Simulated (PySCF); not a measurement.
Dipole moment and polarisability of `CC1C(F)=C1F`

C4H4F2.
Structure used (GFN2-xTB), in Å, numbered top down from 1:
```
atom  x, y, z in Å
C1     0.9076    0.9402    0.0139
C2     0.1843   -0.3260   -0.3880
C3    -1.3177   -0.4377   -0.2730
F4    -2.4741   -0.0617   -0.7858
C5    -0.6450   -1.1023    0.6075
F6    -0.6097   -1.9035    1.6555
H7     0.9903    1.6107   -0.8388
H8     0.3753    1.4531    0.8109
H9     1.9115    0.7041    0.3599
H10    0.6864   -0.8722   -1.1847
```

Level: CAM-B3LYP/def2-SVPD (PySCF), static field, nuclei fixed, core orbitals frozen in the response. The polarisability tensor in these axes (au):

```
x   50.14  2.17  1.40
y    2.17 45.24 -5.12
z    1.40 -5.12 44.90
```

**Question.** What are the eigenvalues, a third of the trace, and Δα (Δα² = ½Σ(αi − αj)² over the three pairs)?

**Answer.** Principal values 39.36, 49.83 and 51.10 au; mean 46.76 au = 6.93 Å³ = 7.71 × 10⁻⁴⁰ C²·m²/J; Δα = 11.16 au (24 % of the mean).

**Question.** What is the dipole moment, and where does it point?

**Answer.** (1.25, 0.57, -0.52) D, 1.47 D in size, pointing from the negative to the positive side. Measured along this direction, the outermost atoms are F6 and F4 at the negative end and H9 and H7 at the positive end.

**Question.** In TDDFT the mean static polarisability is Σ f/ω² over all singlet excitations (ω in hartree). How much of it do the 8 lowest give? Their energies (eV) and oscillator strengths: 6.04, 0.0168; 7.09, 0.0430; 7.74, 0.0004; 7.95, 0.0533; 8.08, 0.0315; 8.29, 0.0111; 8.34, 0.0310; 8.36, 0.0181.

**Answer.** They add up to 2.60 au, 5.6 % of the 46.76 au; the largest single term is 0.63 au, from the state at 7.09 eV. Terms in order: 0.34, 0.63, 0.00, 0.62, 0.36, 0.12, 0.33, 0.19 au. Higher excitations give the rest. The strengths listed sum to 0.205.

**Question.** Find the Langevin capture rate constant for NH4+ (18.034 u) meeting this molecule (90.028 u), k = 2.342 × 10⁻⁹ cm³/s × √(α in Å³ / reduced mass in u).

**Answer.** The reduced mass is 15.02 u, so k = 1.59 × 10⁻⁹ cm³/s. The formula leaves out the permanent dipole, which adds to the capture rate.

**Question.** Traceless (Buckingham) quadrupole moment about the centre of nuclear charge: eigenvalues?

**Answer.** -3.69, 1.18, 2.52 D·Å. The values depend on the origin, since the dipole doesn't vanish. The electronic extent ⟨r²⟩ about the same centre is 589 bohr², a root-mean-square distance of 1.89 Å for the 46 electrons.

**Question.** Give the principal axes and the span of the nuclei along them.

**Answer.** Largest value along (0.82, 0.52, -0.24), where the nuclei span 3.74 Å; middle along (0.52, -0.51, 0.68), 3.58 Å; least along (-0.23, 0.69, 0.69), 3.05 Å. The response follows the extents in order.

**Question.** Refractivity n − 1 of an ideal gas of it at 273.15 K and 1 atm, from the electronic α?

**Answer.** N = p/kT = 2.6868 × 10¹⁹ cm⁻³, so n − 1 = 2π × N × 6.93 × 10⁻²⁴ cm³ = 1170 × 10⁻⁶ at long wavelengths, for an ideal gas.

Isolated species at its GFN2-xTB geometry, gas phase.

These values come from a run that also computed excited states. The run took 22 s (with the writing of density and orbital grids) on Arm Neoverse V1, one thread, shared host with 32 logical CPUs at a one-minute load of 26, and the process peaked at 0.68 GiB of memory.
